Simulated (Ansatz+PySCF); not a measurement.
A calculation with PySCF 2.14.0.

```python
from pyscf import gto, scf, cc

mol = gto.M(atom="""
Mg 0.000000 0.000000 0.000000
O 0.000000 0.000000 1.800000
""", basis='6-31g', charge=0, spin=0)
mf = scf.RHF(mol)
mf.kernel()
mycc = cc.CCSD(mf, frozen=6).run()
et = mycc.ccsd_t()
print(mf.e_tot, mycc.e_corr, et, mycc.e_tot + et)
```

The script is written out from the run's settings.

The run gave:

* Converged: yes
* Reference energy: -274.30354 hartree
* CCSD correlation energy: -0.19747 hartree
* Triples correction: -0.01253 hartree
* Total energy: -274.51354 hartree
* Spin squared of the determinant: 0.000

Caution: large amplitudes, a single reference is doubtful.
